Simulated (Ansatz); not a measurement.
System: sum formula HOCl (charge 0, singlet). SMILES: OCl
Geometry: optimised at B3LYP-D3(BJ)/def2-TZVP (Ansatz, a program for electronic structure).

Quantity: vertical electron affinity (to the doublet state of charge -1; a negative value means that the extra electron is unbound and the number depends on the basis; each state is the SCF solution reached for its spin), in eV. Correlated levels leave the core frozen unless marked. Open shells are spin-unrestricted. No spin-orbit coupling. No relativistic terms. Anions need diffuse functions: aug- sets have them; def2-D sets add few. Basis-set limits of correlation are two-point, X^-3; Hartree-Fock from the larger set.

CCSD(T)/CBS(def2-TZVPPD,def2-QZVPPD) (Ansatz) gives -0.18 eV.

### Question
Another calculation gave 0.24 eV. Which level was it?
A. wB97M-V/def2-TZVPD (Ansatz)
B. r2SCAN/def2-TZVPD (Ansatz)
C. SVWN5/def2-TZVPD (Ansatz)
D. B2PLYP/def2-TZVPD (Ansatz)

### Answer
C, SVWN5/def2-TZVPD (Ansatz). The others give 0.06 (r2SCAN), -0.24 (wB97M-V), -0.09 (B2PLYP) eV.
